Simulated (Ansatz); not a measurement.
Calculated with Ansatz (gas phase, PBE0-D4/def2-TZVP geometries, no zero-point term in ΔE). CCSD(T)/CBS is the MP2 limit (def2-TZVPP, def2-QZVPP) plus CCSD(T) − MP2 in def2-TZVPP, frozen cores. This one scheme is used for every species. DFT in def2-TZVPP. HSE06 is defined as in plane-wave codes. Each species was taken in one conformer, which may not be the lowest.

Reaction (hydrogenolysis of a C–C bond): `CC(F)C(F)F` + H₂ → `FCC(F)F` + CH₄

| level | ΔE (kcal/mol) |
| --- | --- |
| HSE06-D4 | -11.9 |
| CAM-B3LYP-D4 | -12.2 |
| ωB97X-V | -11.1 |
| r2SCAN | -11.3 |
| CAM-B3LYP | -13.2 |
| RPA@PBE/def2-TZVPP | -11.0 |
| MP2/def2-QZVPP | -10.7 |
| MP2/CBS(def2) | -10.5 |

(1) What does CCSD(T)/CBS give? (Best estimate.)

Largest T1 diagnostic among the species: 0.011.

Answers

(1) Ansatz gave: -11.1 kcal/mol. The listed levels differ from it by -0.8, -1.1, 0.0, -0.2, -2.1, 0.1, 0.4, 0.6 kcal/mol.

Leaving LDA and LC-ωPBE aside and taking each functional with its dispersion term where it has one, the values, not all of them listed here, spread over 2.7 kcal/mol, from B2PLYP to revPBE-D4. LDA lies +3.3 kcal/mol from PBE without D4. In def2-TZVPP, CCSD(T) changes the Hartree–Fock value by +4.8 kcal/mol (the triples alone add +1.0 kcal/mol) and MP2 by +5.4 kcal/mol.
